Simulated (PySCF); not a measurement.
## Which basis set comes closest?

Molecule: `[C-]#[N+]C(C)(C)C`, C5H9N.

Structure with atom numbers: `[C-:1]#[N+:2][C:3]([CH3:4])([CH3:5])[CH3:6]`; H(Xn) means a hydrogen on atom n.

Geometry PBE0-D3(BJ)/def2-SVP throughout; GIAO in PySCF 2.14, gas phase, one conformer, non-relativistic; equivalent atoms averaged; functional PBE0.

Reference values (measured; solution, not stated per compound (mostly CDCl3 or CCl4); Pretsch, Buehlmann, Badertscher, Structure Determination of Organic Compounds, 4th ed. (2009)): δ(C3) = 54.0 ppm, δ(C4/C5/C6) = 30.7 ppm, δ(H(C4)/H(C5)/H(C6)) = 1.44 ppm. Computed shifts are taken against TMS, calculated as an isolated molecule at each level.

Task: How do the basis sets STO-3G, 6-31G, pcSseg-0, 6-31G*, def2-SVP, cc-pVDZ, pcSseg-1, 6-311+G(2d,p), aug-cc-pVDZ, def2-TZVP, IGLO-III, cc-pVTZ perform against the reference? Times are CPU seconds on shared hosts with different chips, so compare them loosely.

Result: 
```csv
basis set,functions,C3,C4/C5/C6,H(C4)/H(C5)/H(C6),mean abs. error C,abs. error H,core-s
STO-3G,39,49.5,26.5,1.43,4.3,0.01,1.9
6-31G,72,50.6,32.3,1.72,2.5,0.28,3.7
pcSseg-0,72,50.9,35.5,1.76,4.0,0.32,5.7
6-31G*,102,48.4,30.6,1.40,2.8,0.04,5.5
def2-SVP,129,48.1,31.1,1.33,3.2,0.11,6.8
cc-pVDZ,129,52.6,32.2,1.37,1.5,0.07,15
pcSseg-1,147,50.2,33.1,1.40,3.1,0.04,23
"6-311+G(2d,p)",216,51.6,31.6,1.31,1.7,0.13,15
aug-cc-pVDZ,219,51.3,31.2,1.40,1.6,0.04,32
def2-TZVP,240,52.6,32.5,1.31,1.6,0.13,18
IGLO-III,300,53.7,33.1,1.33,1.3,0.11,47
cc-pVTZ,306,52.2,32.2,1.32,1.7,0.12,60
```

For 13C the closest is IGLO-III (1.3 ppm, with cc-pVDZ, def2-TZVP, aug-cc-pVDZ practically level) and the furthest STO-3G (4.3 ppm).

For 1H the closest is STO-3G (0.01 ppm) and the furthest pcSseg-0 (0.32 ppm). Where a smaller basis beats a larger one, errors probably cancel. One molecule is a small sample, and vibrational and solvent effects are absent from the calculation.

A small basis that lands close on one nucleus may do so by chance; judge by the trend and by all nuclei.
